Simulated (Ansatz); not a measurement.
**C₅H₁₀S: vertical ionisation energy**

One table from this session's results is given with a row withheld; the runs are named, their logs left out.

The runs use Ansatz 0.2.0, Gaussian basis; unrestricted cation, the program's frozen cores in correlated methods.

The runs, in order: UKS PBE-D4/def2-TZVPP; UKS r2SCAN-D4/def2-TZVPP; UKS PBE0-D4/def2-TZVPP; UKS B3LYP-D4/def2-TZVPP; UKS wB97X-V/def2-TZVPP; UKS wB97M-V/def2-TZVPP; UKS B2PLYP/def2-TZVPP; UHF-CCSD(T)/def2-TZVPP; UHF-MP2/def2-QZVPP; extrapolation to the limit; then −ε(HOMO) from the neutral's earlier runs with LDA (SPW92), PBE-D4, revPBE-D4, BLYP-D4, r2SCAN-D4, B97M-V, PBE0-D4, B3LYP-D4, r2SCANh-D4, r2SCAN0-D4, HSE06-D4, BHLYP-D4, CAM-B3LYP-D4, LC-ωPBE, ωB97X-V, ωB97M-V.

### The geometry

The geometry comes from an earlier relaxation with PBE0-D4 in a triple-zeta def2 set; it is a stationary point, not always the lowest conformer.

SMILES `CC1CCCS1`, 16 atoms, charge 0, spin multiplicity 1.

Atoms are counted from 1 here; the program's logs count them from 0.

Bond lengths: C1–C2 1.514 Å, C1–H7 1.094 Å, C1–H8 1.092 Å, C1–H9 1.092 Å, C2–C3 1.521 Å, C2–S6 1.833 Å, C2–H10 1.095 Å, C3–C4 1.518 Å, C3–H11 1.094 Å, C3–H12 1.096 Å, C4–C5 1.522 Å, C4–H13 1.094 Å, C4–H14 1.093 Å, C5–S6 1.820 Å, C5–H15 1.092 Å, C5–H16 1.090 Å. Angles: C2–C1–H7 110.3°, C2–C1–H8 110.6°, C2–C1–H9 111.5°, H7–C1–H8 108.6°, H7–C1–H9 107.7°, H8–C1–H9 108.0°, C1–C2–C3 114.3°, C1–C2–S6 111.5°, C1–C2–H10 109.3°, C3–C2–S6 105.0°, C3–C2–H10 109.2°, S6–C2–H10 107.3°, C2–C3–C4 107.1°, C2–C3–H11 110.8°, C2–C3–H12 109.1°, C4–C3–H11 112.4°, C4–C3–H12 109.8°, H11–C3–H12 107.6° and more.

The first run:

in.yaml

```yaml
crystal:
  periodic: [false, false, false]
  atoms:
    - {symbol: C, position_ang: [1.530410, 0.134472, 1.581915]}
    - {symbol: C, position_ang: [0.709685, 0.492062, 0.360863]}
    - {symbol: C, position_ang: [0.347149, -0.694372, -0.519453]}
    - {symbol: C, position_ang: [-0.832558, -0.270582, -1.375559]}
    - {symbol: C, position_ang: [-1.854482, 0.333195, -0.423668]}
    - {symbol: S, position_ang: [-0.895328, 1.243930, 0.826729]}
    - {symbol: H, position_ang: [2.490171, -0.296283, 1.280419]}
    - {symbol: H, position_ang: [1.000653, -0.592701, 2.201436]}
    - {symbol: H, position_ang: [1.738475, 1.012833, 2.196220]}
    - {symbol: H, position_ang: [1.253068, 1.230927, -0.236628]}
    - {symbol: H, position_ang: [1.206231, -1.009513, -1.119251]}
    - {symbol: H, position_ang: [0.060196, -1.538702, 0.117561]}
    - {symbol: H, position_ang: [-0.510563, 0.485510, -2.098191]}
    - {symbol: H, position_ang: [-1.260425, -1.104935, -1.937982]}
    - {symbol: H, position_ang: [-2.442614, -0.444359, 0.068712]}
    - {symbol: H, position_ang: [-2.540067, 1.018529, -0.923123]}
basis:
  gaussian: {orbitals: def2-TZVPP}
total_charge: 1
magnetization: {spin_polarized: true, initial_magnetization: 1}
hamiltonian: {xc: pbe, dispersion: d4}
```

On the command line:

```bash
$ ansatz run in.yaml --threads 2 --pin off --events-out ev --progress --plain --max-ram 22528MiB --backend cuda --devices 0, --max-vram 18GiB
```

Steps of the session up to this table: Cation, UKS PBE-D4/def2-TZVPP; Cation, UKS r2SCAN-D4/def2-TZVPP; Cation, UKS PBE0-D4/def2-TZVPP; Cation, UKS B3LYP-D4/def2-TZVPP; Cation, UKS wB97X-V/def2-TZVPP; Cation, UKS wB97M-V/def2-TZVPP; Cation, UKS B2PLYP (frozen core)/def2-TZVPP; Cation, UHF-CCSD(T)/def2-TZVPP; Cation, UHF-MP2/def2-QZVPP.

One of the session's tables, all rows but one given; the rest of the session is left out.

It belongs to the step «Ionisation energies side by side». For comparison, −ε(HOMO) of the neutral from earlier runs:

| functional | −ε(HOMO) (eV) |
| --- | --- |
| LDA (SPW92) | 4.98 |
| PBE-D4 | ? |
| revPBE-D4 | 4.83 |
| BLYP-D4 | 4.74 |
| r2SCAN-D4 | 5.10 |
| B97M-V | 5.23 |
| PBE0-D4 | 6.09 |
| B3LYP-D4 | 5.87 |
| r2SCANh-D4 | 5.55 |
| r2SCAN0-D4 | 6.24 |
| HSE06-D4 | 5.69 |
| BHLYP-D4 | 7.20 |
| CAM-B3LYP-D4 | 7.44 |
| LC-ωPBE | 8.83 |
| ωB97X-V | 8.48 |
| ωB97M-V | 8.33 |

Estimate the missing values for PBE-D4.

The run gave: −ε(HOMO) (eV): 4.88. In the column «−ε(HOMO) (eV)» it lies between revPBE-D4 (4.83) and LDA (SPW92) (4.98).
